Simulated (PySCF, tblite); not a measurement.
Complex of hydronium and 3 × hydrogen fluoride

A gas-phase complex of hydronium and 3 × hydrogen fluoride; charge +1, singlet. The structure comes from a short search (6 tight-binding starts) and was relaxed by PBE0-D3(BJ)/def2-SVPD; another way of binding may lie lower. No frequency run checks that it is a minimum.

| part | name | SMILES | atoms | charge | multiplicity |
| --- | --- | --- | --- | --- | --- |
| 1 | hydronium | [OH3+] | 1–4 | +1 | 1 |
| 2 | hydrogen fluoride | F | 5–6 | 0 | 1 |
| 3 | hydrogen fluoride | F | 7–8 | 0 | 1 |
| 4 | hydrogen fluoride | F | 9–10 | 0 | 1 |

Coordinates in Å:
```
O1      0.152   -0.207    0.480
H2      1.035   -0.619    0.688
H3      0.221    0.442   -0.269
H4     -0.255    0.210    1.288
F5      2.487   -1.113    1.062
H6      2.932   -1.928    1.063
F7      0.454    1.589   -1.336
H8      0.187    1.792   -2.201
F9     -0.781    0.968    2.565
H10    -1.530    0.888    3.109
```

```json
{"contact": "H4···F9", "kind (by geometry)": "hydrogen bond", "distance (Å)": "1.575", "angle (°)": "174"}
{"contact": "H2···F5", "kind (by geometry)": "hydrogen bond", "distance (Å)": "1.579", "angle (°)": "174"}
{"contact": "H3···F7", "kind (by geometry)": "hydrogen bond", "distance (Å)": "1.583", "angle (°)": "172"}
```

Interaction energies are complex less parts, with the parts frozen as they stand in it; counterpoise-corrected, in kcal/mol (PySCF).

Task: Give the interaction energy at each level run.

Result: 
```json
{"level": "wB97M-D3(BJ)/def2-TZVPD", "interaction": "-47.97", "superposition error removed": "-0.21"}
{"level": "PBE0-D3(BJ)/def2-TZVPD", "interaction": "-49.91", "superposition error removed": "-0.21"}
```

Task: What holds them together? Decompose the wB97M-D3(BJ)/def2-TZVPD energy: frozen parts, their antisymmetrised product, then relaxation.

Result: electrostatic -49.0, Pauli repulsion +35.1, orbital relaxation -32.4, dispersion correction -1.8 kcal/mol, which sum to the value before the counterpoise correction; the Pauli term holds the exchange-correlation of the frozen density too. Of the attraction, 59 % is electrostatic, 39 % is orbital relaxation, 2 % is dispersion correction.

The parts were also relaxed and run alone, at the levels used for the complex: shieldings by PBE0/pcSseg-2.

Task: What does binding change?

Result: 
| property | alone | in the complex | change |
| --- | --- | --- | --- |
| O1–H4 bond (Å) | 0.980 | 0.996 | +0.016 |
| shielding of H4 (ppm) | 23.87 | 20.84 | -3.03 |
| shielding of F9 (ppm) | 410.9 | 396.3 | -14.6 |
| shielding of H2 (ppm) | 23.87 | 20.92 | -2.96 |
| shielding of F5 (ppm) | 410.9 | 396.8 | -14.1 |

The 3 runs behind this took 100 s in all, one thread each of Arm Neoverse V2 on a shared host, launched as `OMP_NUM_THREADS=1 python cluster_run.py task.json out`.
